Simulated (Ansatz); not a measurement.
Task: Name a neutral molecule of C, O and H with size of the dipole moment (PBE/def2-TZVPP) between 0.25 and 0.55 D and HOMO energy (PBE/def2-TZVPP) between -4.85 and -4.55 eV (Ansatz, PBE0-D4/def2-TZVP geometry).

Result: `C1=COCO1` (0.50 D, -4.66 eV). Other molecules can fit too; these were computed, each in one conformer that needn't be the lowest.
